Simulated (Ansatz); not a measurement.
This script for the Ansatz DFT code, driven from Python starts 5 runs on BH2, SMILES [BH2]. What input does the engine get in each?

Script `bh2_relaxed_scan.py`:
```python
"""Relaxed scan of one distance in BH2."""

import ansatz as az
from ase import Atoms
import numpy as np

atoms = Atoms(["B", "H", "H"], positions=[
    [0.26284, -0.16623, 0.12864],
    [0.28002, 0.98532, 0.26098],
    [-0.54286, -0.81909, -0.38963],
])
mol = az.Crystal.molecule_from_ase(atoms)

model = (
    mol.calculation()
    .basis(gaussian="def2-SVP")  # the orbital basis, by name
    .functional("B3LYP")
    .spin("collinear", total=1)
)
symbols = [site.symbol for site in mol.cartesian_sites]
pairs = [(0, 1), (0, 2)]
print("held (A)   E (eV)        ", "  ".join(f"{symbols[i]}{i}-{symbols[j]}{j}" for i, j in pairs))
for length in [1.07, 1.16, 1.25, 1.39, 1.57]:
    report = model.relax(constraints=[az.DistanceConstraint((0, 2), at=length)], force_tolerance=0.02, max_steps=60).run(threads=1, backend="cpu").report
    xyz = np.array(report["positions_ang"])
    print(f"{length:6.2f} {report['free_energy_ev']:14.5f}  ", "  ".join(f"{np.linalg.norm(xyz[i] - xyz[j]):.3f}" for i, j in pairs))
```

Run 1:
```yaml
crystal:
  periodic: [false, false, false]
  atoms:
    - { symbol: B, position_ang: [0.26284, -0.16623, 0.12864] }
    - { symbol: H, position_ang: [0.28002, 0.98532, 0.26098] }
    - { symbol: H, position_ang: [-0.54286, -0.81909, -0.38963] }
basis:
  gaussian:
    orbitals: def2-SVP
hamiltonian:
  xc: b3lyp
magnetization:
  spin_polarized: true
  initial_magnetization: 1.0
relax:
  f_tol: 0.02
  max_steps: 60
  constraints:
    - { distance: [0, 2], at: 1.07 }
```

Run 2, against run 1:
```diff
-    - { distance: [0, 2], at: 1.07 }
+    - { distance: [0, 2], at: 1.16 }
```

Run 3, against run 1:
```diff
-    - { distance: [0, 2], at: 1.07 }
+    - { distance: [0, 2], at: 1.25 }
```

Run 4, against run 1:
```diff
-    - { distance: [0, 2], at: 1.07 }
+    - { distance: [0, 2], at: 1.39 }
```

Run 5, against run 1:
```diff
-    - { distance: [0, 2], at: 1.07 }
+    - { distance: [0, 2], at: 1.57 }
```

```console
$ python bh2_relaxed_scan.py
held (A)   E (eV)         B0-H1  B0-H2
DeckWarning: relax.constraints: the input's atoms, or those drawn, lie off the distances that are held; a relaxation that starts there is brought onto them ahead of its first SCF, by positions alone, [...]
  1.07     -704.90727   1.200  1.070
  1.16     -705.14723   1.202  1.160
  1.25     -705.14587   1.203  1.250
  1.39     -704.86023   1.205  1.390
  1.57     -704.25305   1.207  1.570
```
(Warnings from the package without file and line, shortened, repeats left out.)

Caveats:
- Total energies depend on the basis set; only differences at equal settings carry meaning.
- The energies are electronic: no zero-point or thermal terms, and the basis set is short of its limit.
- The species is open-shell (spin multiplicity 2).
- b3lyp holds the VWN-RPA fit, as in Gaussian; the form of ORCA and Turbomole is b3lyp5.
- The whole script took 7.7 s on 1 thread of Arm Neoverse V2 (shared host), peak memory 0.16 GiB.

(Lines on the test bed's own set-up are left out of the output.)
